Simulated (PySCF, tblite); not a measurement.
# PH3O4: deprotonation, part 1 of 2

What do calculations give for the deprotonation of PH3O4 (`O=P(O)(O)O`)?

Computed with tblite 0.8.0 and PySCF 2.14.0 and routines of our own; the level stands in each step. Atoms count from 0.

1 further run of the same task is left out (for a known fault of the program).

## Step 1: The system as given

8 atoms, charge 0, multiplicity 1; geometry from: start built from the parent or by distance geometry.

## Step 2: Relaxing the molecule with GFN2-xTB

Job settings and geometry (Å):

```
{"job": {"kind": "relax", "xc": "GFN2-xTB", "basis": "xTB"}, "charge": 0, "multiplicity": 1}
O     -1.052200     0.991000     0.515800
P     -0.024100     0.074600    -0.049100
O     -0.622700    -0.934800    -1.253200
O      1.284400     0.941500    -0.708600
O      0.664000    -0.923500     1.165600
H     -1.637700    -0.855700    -1.243900
H      1.350700     1.855400    -0.362400
H      0.055700    -1.129600     1.886500
```

Run with:

```
$ OMP_NUM_THREADS=1 python redox_run.py task.json out
```

The driver reads the jobs from task.json and runs them one after another.

Log:

```text
step      E/eV     max force
  0    -555.88049    2.344
  1    -556.17106    1.715
  2    -556.41913    2.158
  3    -556.51035    1.815
  4    -556.60389    0.880
  5    -556.65453    0.512
  6    -556.65919    0.126
  7    -556.66054    0.152
  8    -556.66258    0.191
  9    -556.66532    0.216
 10    -556.66693    0.152
 11    -556.66783    0.111
 12    -556.66861    0.142
 13    -556.66960    0.185
 14    -556.67074    0.186
 15    -556.67213    0.149
 16    -556.67414    0.153
 17    -556.67713    0.216
 18    -556.67969    0.162
 19    -556.68084    0.148
 20    -556.68176    0.183
 21    -556.68356    0.172
 22    -556.68800    0.196
 23    -556.69249    0.166
 24    -556.69411    0.319
 25    -556.69546    0.208
 26    -556.69723    0.231
 27    -556.69820    0.083
 28    -556.69879    0.135
 29    -556.69934    0.061
 30    -556.69982    0.054
 31    -556.70020    0.047
 32    -556.70049    0.047
 33    -556.70072    0.087
 34    -556.70094    0.059
 35    -556.70129    0.057
 36    -556.70166    0.037
 37    -556.70175    0.018
 38    -556.70179    0.022
 39    -556.70183    0.017
 40    -556.70185    0.013
 41    -556.70188    0.017
 42    -556.70190    0.025
 43    -556.70192    0.027
 44    -556.70195    0.018
 45    -556.70196    0.013
 46    -556.70198    0.023
 47    -556.70203    0.040
 48    -556.70211    0.052
 49    -556.70220    0.041
 50    -556.70223    0.017
 51    -556.70224    0.004
```

It took 0.17 s on 1 thread of Arm Neoverse V1, shared host.

The steps of the relaxation: (not every step is listed)

```csv
step,energy from step 0 (eV),largest force (eV/Å)
0,0.0000,2.3436
1,-0.2906,1.7150
2,-0.5386,2.1579
3,-0.6299,1.8155
4,-0.7234,0.8803
5,-0.7740,0.5123
6,-0.7787,0.1264
7,-0.7800,0.1521
8,-0.7821,0.1911
11,-0.7873,0.1113
14,-0.7903,0.1861
17,-0.7966,0.2161
20,-0.8013,0.1834
23,-0.8120,0.1657
26,-0.8167,0.2311
29,-0.8188,0.0607
32,-0.8200,0.0473
35,-0.8208,0.0566
38,-0.8213,0.0216
41,-0.8214,0.0175
44,-0.8215,0.0177
46,-0.8215,0.0233
47,-0.8215,0.0400
48,-0.8216,0.0516
49,-0.8217,0.0411
50,-0.8217,0.0166
51,-0.8217,0.0042
```

Close pairs (by a distance rule), those that changed most:

```csv
bond,before (Å),after (Å),change (Å)
P1–O4,1.716,1.588,-0.128
P1–O3,1.703,1.588,-0.115
P1–O2,1.681,1.588,-0.094
O2–H5,1.018,0.955,-0.063
O3–H6,0.980,0.955,-0.025
O0–P1,1.489,1.465,-0.024
O4–H7,0.966,0.955,-0.011
```

The final coordinates are the input of the step that follows.

## Step 3: Infrared spectrum with GFN2-xTB

Job settings and geometry (Å):

```
{"job": {"kind": "ir", "xc": "GFN2-xTB", "basis": "xTB"}, "charge": 0, "multiplicity": 1}
O     -1.103691     0.970071     0.622073
P     -0.090268     0.083381     0.046097
O     -0.635445    -0.995762    -0.983056
O      1.061295     0.805121    -0.774960
O      0.717133    -0.797588     1.091662
H     -1.346082    -0.614289    -1.494346
H      1.281962     1.633602    -0.354614
H      0.133210    -1.065711     1.798013
```

Log:

```text
mode    cm-1     km/mol
  1     198.6     85.68
  2     200.4     85.27
  3     224.7    137.46
  4     350.0     44.52
  5     350.3     44.18
  6     404.4     16.44
  7     418.3    126.67
  8     418.5    126.02
  9     796.2      9.81
 10     838.5     64.46
 11     839.0     67.48
 12     895.2    453.07
 13     895.3    455.15
 14     942.5    236.96
 15    1269.7    475.60
 16    3637.2     67.48
 17    3638.1     67.60
 18    3651.4     30.98
ZPE 119.437  H(298)-E 138.913  G(298)-E 44.795 kJ/mol  S 315.67 J/(mol K)
```

Run time: 0.16 s. Hardware: 1 thread of Arm Neoverse V1, shared host.

Which atoms move in the most intense modes:

```csv
cm⁻¹,km/mol,atoms
199,85.7,"H6 47 %, H7 12 %, O2 10 %"
225,137.5,"H5 32 %, H7 29 %, H6 29 %"
418,126.7,"O0 29 %, P1 20 %, O2 18 %, O4 16 %"
418,126.0,"O0 29 %, P1 20 %, O3 19 %, O4 12 %"
895,453.1,"P1 26 %, H6 21 %, O3 19 %, H5 17 %"
895,455.1,"H7 26 %, P1 26 %, O2 21 %"
942,237.0,"H5 25 %, H7 24 %, H6 24 %"
1270,475.6,"O0 57 %, P1 40 %"
```

## Step 4: Geometry optimisation at PBE0-D3(BJ)/ma-def2-SVP

Settings changed since step 3:

```diff
@@ -1,2 +1,2 @@
-{"job": {"kind": "ir", "xc": "GFN2-xTB", "basis": "xTB"}, "charge": 0, "multiplicity": 1}
+{"job": {"xc": "PBE0", "basis": "ma-def2-SVP", "d3": "d3bj", "grid": 1, "kind": "geom"}, "charge": 0, "multiplicity": 1}
 O     -1.103691     0.970071     0.622073
```

Log:

```text
step   0  E = -643.39670831  max force = 0.015548
step   1  E = -643.39856362  max force = 0.001970
step   2  E = -643.39861153  max force = 0.000407
step   3  E = -643.39862264  max force = 0.000271
optimisation converged
```

Run time: 13 s. Hardware: 1 thread of Arm Neoverse V1, shared host.

The steps of the relaxation:

```csv
step,energy from step 0 (eV),largest force component (eV/Å)
0,0.0000,0.7995
1,-0.0505,0.1013
2,-0.0518,0.0209
3,-0.0521,0.0139
```

Close pairs (by a distance rule), those that changed most:

```csv
bond,before (Å),after (Å),change (Å)
P1–O4,1.588,1.605,+0.017
P1–O2,1.588,1.604,+0.017
P1–O3,1.588,1.604,+0.016
O0–P1,1.465,1.480,+0.015
O3–H6,0.955,0.965,+0.011
O4–H7,0.955,0.965,+0.011
O2–H5,0.955,0.966,+0.011
```

The final coordinates are the input of the step that follows.

```csv
at the end point,value
point group (found at 0.08 Å tolerance),C3
"rotational constants (GHz, main isotopes)","4.455, 4.409, 4.404"
dipole moment (D),0.25
```

## Step 5: Harmonic vibrations (PH3O4): PBE0-D3(BJ)/ma-def2-SVP

Job settings and geometry (Å):

```
{"job": {"xc": "PBE0", "basis": "ma-def2-SVP", "d3": "d3bj", "grid": 2, "kind": "hessian"}, "charge": 0, "multiplicity": 1}
O     -1.123071     1.019132     0.615414
P     -0.105326     0.102666     0.054391
O     -0.636205    -0.975555    -1.008427
O      1.102532     0.794451    -0.742654
O      0.676608    -0.822102     1.107324
H     -1.349406    -0.620114    -1.553605
H      1.353537     1.639388    -0.348677
H      0.101583    -1.115830     1.825095
```

Log:

```text
coarse grid: 7832 points
cycle   1  E = -643.0500495130  dE =  1.129e+00  |g| = 1.155e+00  |ddm| = 3.232e+00
cycle   2  E = -642.7030888292  dE =  3.470e-01  |g| = 1.763e+00  |ddm| = 2.622e+00
cycle   3  E = -643.2857410582  dE = -5.827e-01  |g| = 2.840e-01  |ddm| = 1.771e+00
cycle   4  E = -643.3008432949  dE = -1.510e-02  |g| = 6.284e-02  |ddm| = 2.896e-01
cycle   5  E = -643.3015499603  dE = -7.067e-04  |g| = 6.898e-03  |ddm| = 4.720e-02
cycle   6  E = -643.3015592572  dE = -9.297e-06  |g| = 1.811e-03  |ddm| = 1.214e-02
final grid: 72880 points
cycle   7  E = -643.3986047250  dE = -2.069e-05  |g| = 7.605e-03  |ddm| = 2.889e-02
cycle   8  E = -643.3985936447  dE =  1.108e-05  |g| = 1.087e-02  |ddm| = 1.374e-02
cycle   9  E = -643.3986149158  dE = -2.127e-05  |g| = 1.694e-03  |ddm| = 9.158e-03
cycle  10  E = -643.3986154632  dE = -5.474e-07  |g| = 3.152e-04  |ddm| = 1.715e-03
cycle  11  E = -643.3986154814  dE = -1.813e-08  |g| = 7.229e-05  |ddm| = 3.690e-04
cycle  12  E = -643.3986154825  dE = -1.121e-09  |g| = 1.039e-05  |ddm| = 8.747e-05
cycle  13  E = -643.3986154825  dE = -1.501e-11  |g| = 4.467e-06  |ddm| = 1.600e-05
converged SCF energy = -643.3986154825

mode    cm-1
  1     144.8
  2     155.5
  3     295.6
  4     367.9
  5     369.5
  6     442.8
  7     448.3
  8     448.5
  9     841.2
 10     921.8
 11     922.2
 12    1003.5
 13    1016.7
 14    1018.2
 15    1310.1
 16    3880.6
 17    3881.0
 18    3884.4
ZPE 127.718  H(298)-E 146.762  G(298)-E 52.878 kJ/mol  S 314.89 J/(mol K)
```

Wall time 98 s (1 thread of Arm Neoverse V1, shared host); peak memory 1.6 GiB.

Zero-point energy 127.72 kJ/mol (xTB gave 119.44).

## Step 6: Single point (PH3O4): wB97X-D3(BJ)/ma-def2-TZVP

Geometry: PBE0-D3(BJ)/ma-def2-SVP.

Settings changed since step 5:

```diff
@@ -1,2 +1,2 @@
-{"job": {"xc": "PBE0", "basis": "ma-def2-SVP", "d3": "d3bj", "grid": 2, "kind": "hessian"}, "charge": 0, "multiplicity": 1}
+{"job": {"kind": "sp", "xc": "wB97X", "basis": "ma-def2-TZVP", "d3": "d3bj", "grid": 2}, "charge": 0, "multiplicity": 1}
 O     -1.123071     1.019132     0.615414
```

Log:

```text
coarse grid: 7832 points
cycle   1  E = -644.1420979678  dE =  1.096e+00  |g| = 1.192e+00  |ddm| = 2.292e+00
cycle   2  E = -644.1171762164  dE =  2.492e-02  |g| = 1.317e+00  |ddm| = 1.424e+00
cycle   3  E = -644.3926175770  dE = -2.754e-01  |g| = 1.301e-01  |ddm| = 7.424e-01
cycle   4  E = -644.3949761634  dE = -2.359e-03  |g| = 6.105e-02  |ddm| = 9.486e-02
cycle   5  E = -644.3956048468  dE = -6.287e-04  |g| = 6.688e-03  |ddm| = 3.472e-02
cycle   6  E = -644.3956169955  dE = -1.215e-05  |g| = 1.347e-03  |ddm| = 8.557e-03
cycle   7  E = -644.3956176108  dE = -6.153e-07  |g| = 3.915e-04  |ddm| = 2.658e-03
final grid: 72880 points
cycle   8  E = -644.4060764321  dE = -3.513e-05  |g| = 4.667e-03  |ddm| = 1.658e-02
cycle   9  E = -644.4060764468  dE = -1.473e-08  |g| = 4.469e-03  |ddm| = 4.261e-03
cycle  10  E = -644.4060794009  dE = -2.954e-06  |g| = 5.470e-04  |ddm| = 2.282e-03
cycle  11  E = -644.4060794440  dE = -4.310e-08  |g| = 2.859e-04  |ddm| = 4.897e-04
cycle  12  E = -644.4060794581  dE = -1.415e-08  |g| = 5.351e-05  |ddm| = 1.664e-04
cycle  13  E = -644.4060794589  dE = -7.201e-10  |g| = 1.435e-05  |ddm| = 4.863e-05
converged SCF energy = -644.4060794589
```

Wall time 7.7 s (1 thread of Arm Neoverse V1, shared host); peak memory 0.64 GiB.

## Step 7: Relaxing the molecule with GFN2-xTB

This step treats PH2O4−, `O=P([O-])(O)O`.

Job settings and geometry (Å):

```
{"job": {"kind": "relax", "xc": "GFN2-xTB", "basis": "xTB"}, "charge": -1, "multiplicity": 1}
O     -1.106800     1.013000     0.610100
P     -0.116100     0.111300     0.031400
O     -0.618800    -0.983200    -1.005200
O      1.100000     0.809100    -0.763300
O      0.673400    -0.825900     1.118700
H      1.342500     1.637700    -0.357500
H      0.102000    -1.110000     1.814100
```

Log:

```text
step      E/eV     max force
  0    -548.69337    7.485
  1    -549.05196    3.837
  2    -549.18432    0.964
  3    -549.21522    0.771
  4    -549.26315    0.668
  5    -549.27930    0.516
  6    -549.29741    0.434
  7    -549.31296    0.483
  8    -549.32811    0.397
  9    -549.33875    0.285
 10    -549.34386    0.210
 11    -549.34630    0.164
 12    -549.34816    0.135
 13    -549.34955    0.106
 14    -549.35026    0.061
 15    -549.35056    0.060
 16    -549.35075    0.049
 17    -549.35094    0.040
 18    -549.35105    0.029
 19    -549.35112    0.027
 20    -549.35121    0.037
 21    -549.35140    0.065
 22    -549.35174    0.094
 23    -549.35218    0.102
 24    -549.35255    0.072
 25    -549.35276    0.038
 26    -549.35288    0.041
 27    -549.35305    0.048
 28    -549.35323    0.069
 29    -549.35343    0.064
 30    -549.35366    0.056
 31    -549.35403    0.095
 32    -549.35442    0.109
 33    -549.35495    0.057
 34    -549.35513    0.038
 35    -549.35520    0.026
 36    -549.35527    0.041
 37    -549.35547    0.072
 38    -549.35584    0.128
 39    -549.35664    0.156
 40    -549.35820    0.094
 41    -549.26314    2.606
 42    -549.35932    0.258
 43    -549.36004    0.069
 44    -549.36142    0.059
 45    -549.29259    2.217
 46    -549.36249    0.060
 47    -549.36341    0.056
 48    -549.30078    1.778
 49    -549.36457    0.072
 50    -549.36552    0.055
 51    -549.29102    1.762
 52    -549.36639    0.058
 53    -549.36714    0.047
 54    -549.29158    1.832
 55    -549.36787    0.039
 56    -549.36851    0.044
 57    -549.29601    1.930
 58    -549.36918    0.044
 59    -549.36978    0.052
 60    -549.29941    2.037
 61    -549.37044    0.055
 62    -549.37106    0.065
 63    -549.30036    2.149
 64    -549.37177    0.069
 65    -549.37242    0.080
 66    -549.29899    2.261
 67    -549.37319    0.085
 68    -549.37390    0.099
 69    -549.29627    2.368
 70    -549.37474    0.102
 71    -549.37551    0.120
 72    -549.29343    2.462
 73    -549.37645    0.125
 74    -549.37730    0.145
 75    -549.29137    2.539
 76    -549.37837    0.149
 77    -549.37930    0.170
 78    -549.29065    2.596
 79    -549.38052    0.171
 80    -549.38158    0.191
 81    -549.29157    2.633
 82    -549.38298    0.189
 83    -549.38418    0.209
 84    -549.29424    2.648
 85    -549.38580    0.205
 86    -549.38716    0.223
 87    -549.30072    2.622
 88    -549.38902    0.215
 89    -549.39054    0.233
 90    -549.32881    2.349
 91    -549.39278    0.225
 92    -549.39450    0.249
 93    -549.36477    1.855
 94    -549.39725    0.252
 95    -549.39907    0.288
 96    -549.39376    1.198
 97    -549.40246    0.324
 98    -549.40400    0.361
 99    -549.40608    0.733
100    -549.40859    0.400
101    -549.41072    0.239
102    -549.41501    0.100
103    -549.41618    0.323
104    -549.41718    0.048
105    -549.41749    0.033
106    -549.41762    0.035
107    -549.41767    0.027
108    -549.41777    0.035
109    -549.41786    0.032
110    -549.41792    0.027
111    -549.41795    0.008
```

Wall time 0.4 s (1 thread of Arm Neoverse V1, shared host).

Along the way: (not every step is listed)

```csv
step,energy from step 0 (eV),largest force (eV/Å)
0,0.0000,7.4852
1,-0.3586,3.8367
2,-0.4909,0.9641
3,-0.5219,0.7713
4,-0.5698,0.6685
5,-0.5859,0.5164
6,-0.6040,0.4345
7,-0.6196,0.4832
8,-0.6347,0.3971
17,-0.6576,0.0404
26,-0.6595,0.0415
35,-0.6618,0.0257
44,-0.6680,0.0592
53,-0.6738,0.0469
62,-0.6777,0.0651
71,-0.6821,0.1201
80,-0.6882,0.1910
89,-0.6972,0.2331
98,-0.7106,0.3613
106,-0.7243,0.0352
107,-0.7243,0.0267
108,-0.7244,0.0351
109,-0.7245,0.0316
110,-0.7246,0.0272
111,-0.7246,0.0079
```

Distances of close pairs at the start and the end, largest changes first:

```csv
bond,before (Å),after (Å),change (Å)
P1–O2,1.589,1.485,-0.104
P1–O3,1.612,1.671,+0.060
P1–O4,1.638,1.671,+0.033
O0–P1,1.459,1.485,+0.026
O4–H6,0.944,0.953,+0.009
O3–H5,0.954,0.953,-0.001
```

The end geometry stands in the next job.

## Step 8: Harmonic vibrations with GFN2-xTB

Job settings and geometry (Å):

```
{"job": {"kind": "ir", "xc": "GFN2-xTB", "basis": "xTB"}, "charge": -1, "multiplicity": 1}
O     -0.967135     1.381161     0.397745
P     -0.238022     0.130366     0.068464
O     -0.829582    -1.006941    -0.680633
O      1.185503     0.581687    -0.682148
O      0.406399    -0.498265     1.476764
H      1.277052     1.465440    -0.337086
H      0.542109    -1.401489     1.205204
```

Log:

```text
mode    cm-1     km/mol
  1     250.2     73.01
  2     255.4     75.88
  3     316.2      1.07
  4     375.4     14.81
  5     396.5     14.78
  6     460.5     60.34
  7     470.6    111.69
  8     665.9    384.04
  9     704.4    213.12
 10     862.2    277.18
 11     905.1     75.79
 12    1077.1    272.86
 13    1266.5    483.98
 14    3684.1     21.10
 15    3691.0      1.86
ZPE 91.999  H(298)-E 109.549  G(298)-E 18.161 kJ/mol  S 306.52 J/(mol K)
```

It took 0.16 s on 1 thread of Arm Neoverse V1, shared host.

The strongest bands and the atoms that carry them (share of the mass-weighted mode):

```csv
cm⁻¹,km/mol,atoms
255,75.9,"H5 74 %, O4 11 %"
471,111.7,"O4 22 %, O3 22 %, O0 18 %, O2 18 %"
666,384.0,"P1 51 %, O4 19 %, O3 18 %"
704,213.1,"O3 30 %, O4 29 %, P1 27 %"
862,277.2,"H6 38 %, H5 33 %"
905,75.8,"H5 46 %, H6 41 %"
1077,272.9,"O2 39 %, O0 39 %, P1 21 %"
1266,484.0,"P1 48 %, O0 25 %, O2 25 %"
```

## Step 9: Optimising the geometry at PBE0-D3(BJ)/ma-def2-SVP

This step treats PH₂O₄−, `O=P([O-])(O)O`.

Settings changed since step 8:

```diff
@@ -1,2 +1,2 @@
-{"job": {"kind": "ir", "xc": "GFN2-xTB", "basis": "xTB"}, "charge": -1, "multiplicity": 1}
+{"job": {"xc": "PBE0", "basis": "ma-def2-SVP", "d3": "d3bj", "grid": 1, "kind": "geom"}, "charge": -1, "multiplicity": 1}
 O     -0.967135     1.381161     0.397745
```

Log:

```text
step   0  E = -642.86559030  max force = 0.021012
step   1  E = -642.86841607  max force = 0.003900
step   2  E = -642.86852135  max force = 0.000532
step   3  E = -642.86852818  max force = 0.000161
optimisation converged
```

Wall time 11 s (1 thread of Arm Neoverse V1, shared host).

Relaxation path:

```csv
step,energy from step 0 (eV),largest force component (eV/Å)
0,0.0000,1.0805
1,-0.0769,0.2005
2,-0.0798,0.0274
3,-0.0799,0.0083
```

Close pairs (by a distance rule), those that changed most:

```csv
bond,before (Å),after (Å),change (Å)
O0–P1,1.485,1.505,+0.020
P1–O2,1.485,1.505,+0.020
O4–H6,0.953,0.963,+0.010
O3–H5,0.953,0.963,+0.010
P1–O4,1.671,1.674,+0.002
P1–O3,1.671,1.674,+0.002
```

The next job starts from the end point, and lists it.

```csv
at the end point,value
point group (found at 0.08 Å tolerance),C2
"rotational constants (GHz, main isotopes)","4.717, 4.441, 4.314"
```

## Step 10: Harmonic vibrations (PH₂O₄−): PBE0-D3(BJ)/ma-def2-SVP

Job settings and geometry (Å):

```
{"job": {"xc": "PBE0", "basis": "ma-def2-SVP", "d3": "d3bj", "grid": 2, "kind": "hessian"}, "charge": -1, "multiplicity": 1}
O     -0.972500     1.384117     0.458611
P     -0.239869     0.126621     0.076194
O     -0.808807    -1.034305    -0.693790
O      1.148966     0.611065    -0.722289
O      0.409718    -0.510211     1.481178
H      1.296547     1.523314    -0.450615
H      0.543223    -1.446640     1.299355
```

Log:

```text
coarse grid: 7208 points
cycle   1  E = -642.4523524466  dE =  9.210e-01  |g| = 1.276e+00  |ddm| = 3.110e+00
cycle   2  E = -641.9459595831  dE =  5.064e-01  |g| = 2.045e+00  |ddm| = 3.382e+00
cycle   3  E = -642.7583902147  dE = -8.124e-01  |g| = 2.482e-01  |ddm| = 2.425e+00
cycle   4  E = -642.7692921245  dE = -1.090e-02  |g| = 7.225e-02  |ddm| = 2.603e-01
cycle   5  E = -642.7702478335  dE = -9.557e-04  |g| = 5.371e-03  |ddm| = 5.291e-02
cycle   6  E = -642.7702531759  dE = -5.342e-06  |g| = 1.460e-03  |ddm| = 8.050e-03
final grid: 67504 points
cycle   7  E = -642.8685454684  dE = -1.401e-05  |g| = 9.046e-03  |ddm| = 3.153e-02
cycle   8  E = -642.8685278458  dE =  1.762e-05  |g| = 1.334e-02  |ddm| = 1.757e-02
cycle   9  E = -642.8685604853  dE = -3.264e-05  |g| = 1.460e-03  |ddm| = 1.140e-02
cycle  10  E = -642.8685608975  dE = -4.122e-07  |g| = 2.832e-04  |ddm| = 1.604e-03
cycle  11  E = -642.8685609116  dE = -1.409e-08  |g| = 7.649e-05  |ddm| = 3.180e-04
cycle  12  E = -642.8685609129  dE = -1.276e-09  |g| = 7.665e-06  |ddm| = 8.831e-05
cycle  13  E = -642.8685609129  dE = -1.228e-11  |g| = 3.630e-06  |ddm| = 1.262e-05
converged SCF energy = -642.8685609129

mode    cm-1
  1     191.7
  2     303.3
  3     318.3
  4     388.5
  5     420.9
  6     484.1
  7     494.8
  8     765.3
  9     793.2
 10    1019.1
 11    1041.2
 12    1085.8
 13    1309.7
 14    3897.2
 15    3898.6
ZPE 98.164  H(298)-E 115.258  G(298)-E 24.357 kJ/mol  S 304.89 J/(mol K)
```

Wall time 76 s (1 thread of Arm Neoverse V1, shared host); peak memory 1.5 GiB.

Zero-point energy 98.16 kJ/mol (xTB gave 92.00).

## Step 11: Single point (PH2O4−): wB97X-D3(BJ)/ma-def2-TZVP

Geometry: PBE0-D3(BJ)/ma-def2-SVP.

Settings changed since step 10:

```diff
@@ -1,2 +1,2 @@
-{"job": {"xc": "PBE0", "basis": "ma-def2-SVP", "d3": "d3bj", "grid": 2, "kind": "hessian"}, "charge": -1, "multiplicity": 1}
+{"job": {"kind": "sp", "xc": "wB97X", "basis": "ma-def2-TZVP", "d3": "d3bj", "grid": 2}, "charge": -1, "multiplicity": 1}
 O     -0.972500     1.384117     0.458611
```

Log:

```text
coarse grid: 7208 points
cycle   1  E = -643.5373523833  dE =  8.378e-01  |g| = 1.327e+00  |ddm| = 2.229e+00
cycle   2  E = -643.4800882563  dE =  5.726e-02  |g| = 1.530e+00  |ddm| = 1.693e+00
cycle   3  E = -643.8560238655  dE = -3.759e-01  |g| = 1.201e-01  |ddm| = 8.854e-01
cycle   4  E = -643.8580105293  dE = -1.987e-03  |g| = 5.527e-02  |ddm| = 8.846e-02
cycle   5  E = -643.8585369745  dE = -5.264e-04  |g| = 7.774e-03  |ddm| = 3.719e-02
cycle   6  E = -643.8585528431  dE = -1.587e-05  |g| = 2.080e-03  |ddm| = 1.061e-02
cycle   7  E = -643.8585539945  dE = -1.151e-06  |g| = 5.173e-04  |ddm| = 3.110e-03
final grid: 67504 points
cycle   8  E = -643.8703412217  dE = -3.009e-05  |g| = 5.452e-03  |ddm| = 1.571e-02
cycle   9  E = -643.8703409409  dE =  2.809e-07  |g| = 5.476e-03  |ddm| = 5.062e-03
cycle  10  E = -643.8703454102  dE = -4.469e-06  |g| = 4.802e-04  |ddm| = 2.770e-03
cycle  11  E = -643.8703454443  dE = -3.414e-08  |g| = 2.607e-04  |ddm| = 5.194e-04
cycle  12  E = -643.8703454563  dE = -1.202e-08  |g| = 5.612e-05  |ddm| = 1.623e-04
cycle  13  E = -643.8703454571  dE = -8.101e-10  |g| = 1.488e-05  |ddm| = 6.438e-05
converged SCF energy = -643.8703454571
```

Wall time 6.5 s (1 thread of Arm Neoverse V1, shared host); peak memory 0.65 GiB.

## Step 12: Single point (PH3O4): wB97X-D3(BJ)/ma-def2-TZVP in tetrahydrofuran

Geometry: PBE0-D3(BJ)/ma-def2-SVP.

Job settings and geometry (Å):

```
{"job": {"kind": "sp", "xc": "wB97X", "basis": "ma-def2-TZVP", "d3": "d3bj", "grid": 2, "solvent": "tetrahydrofuran"}, "charge": 0, "multiplicity": 1}
O     -1.123071     1.019132     0.615414
P     -0.105326     0.102666     0.054391
O     -0.636205    -0.975555    -1.008427
O      1.102532     0.794451    -0.742654
O      0.676608    -0.822102     1.107324
H     -1.349406    -0.620114    -1.553605
H      1.353537     1.639388    -0.348677
H      0.101583    -1.115830     1.825095
```

Log:

```text
final grid: 72880 points
cycle   1  E = -644.4259642507  dE = -1.366e-03  |g| = 3.005e-02  |ddm| = 1.801e-01
cycle   2  E = -644.4260351290  dE = -7.088e-05  |g| = 2.925e-02  |ddm| = 4.323e-02
cycle   3  E = -644.4261706078  dE = -1.355e-04  |g| = 4.811e-03  |ddm| = 1.732e-02
cycle   4  E = -644.4261769634  dE = -6.356e-06  |g| = 2.087e-03  |ddm| = 7.476e-03
cycle   5  E = -644.4261780650  dE = -1.102e-06  |g| = 7.635e-04  |ddm| = 3.115e-03
cycle   6  E = -644.4261781914  dE = -1.264e-07  |g| = 7.090e-05  |ddm| = 7.939e-04
cycle   7  E = -644.4261781946  dE = -3.203e-09  |g| = 2.585e-05  |ddm| = 1.935e-04
converged SCF energy = -644.4261781946
```

It took 6.5 s on 1 thread of Arm Neoverse V1, shared host; peak memory 0.72 GiB.

(Continued in part 2 of 2.)
